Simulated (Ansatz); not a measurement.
Gas-phase reaction in SMILES: C(O)C [ethanol] + H+ → CC[OH2+] (at O, the best of the heteroatom sites tried; carbon was not tried)

Wanted: proton affinity (enthalpy at 298 K), in kcal/mol. Positive where the reaction releases energy. Conventions: 6-31G* and kin with 6d, 5d where marked; LANL2DZ all-electron up to Ne; dispersion terms only where a functional's name holds one; 6-311+G** with 5d; no spin-orbit coupling; non-relativistic; frozen cores in correlated levels. CBS(X,Y): correlation extrapolated as X^-3; Hartree-Fock from the larger set. The bracket is a focal-point correction in the basis named. First-principles rows: single points at B3LYP-D3(BJ) geometries (Ansatz, a quantum-chemistry and plane-wave program), with unscaled harmonic terms from B3LYP/6-31G* at its own minima.

Coupled cluster (Ansatz) is a level with limits of its own, used here on species with T1 under 0.025 (0.045 for open shells) and stable references: RI-MP2/CBS(cc-pVTZ,cc-pVQZ)+[CCSD(T)-MP2]/cc-pVTZ.

Value to compare with, RI-MP2/CBS(cc-pVTZ,cc-pVQZ)+[CCSD(T)-MP2]/cc-pVTZ (Ansatz): 185.9 kcal/mol.

```tsv
level	program	proton affinity (enthalpy at 298 K) (kcal/mol)	difference
B3LYP/STO-3G	Ansatz	237.6	51.7
B3LYP/3-21G	Ansatz	199.6	13.7
B3LYP/LANL2DZ	Ansatz	191.4	5.5
B3LYP/6-31G	Ansatz	192.5	6.6
B3LYP/6-31G*	Ansatz	188.4	2.5
B3LYP/6-31+G*	Ansatz	183.5	-2.4
B3LYP/6-31G**	Ansatz	191.7	5.8
B3LYP/def2-SVP	Ansatz	189.2	3.3
B3LYP/cc-pVDZ	Ansatz	189.9	4.0
B3LYP/6-311+G**	Ansatz	186.2	0.3
B3LYP/def2-TZVPD	Ansatz	185.7	-0.2
```

Among the 10 habitual levels, B3LYP/STO-3G lies farthest from RI-MP2/CBS(cc-pVTZ,cc-pVQZ)+[CCSD(T)-MP2]/cc-pVTZ (Ansatz) (51.7 kcal/mol) and B3LYP/6-311+G** nearest (0.3); 9 of 10 lie above it, and their mean absolute difference is 9.6 kcal/mol, the median 4.8. One case shows no general order.

The sets are all those run for this method; runs whose electronic state is in doubt are left out.
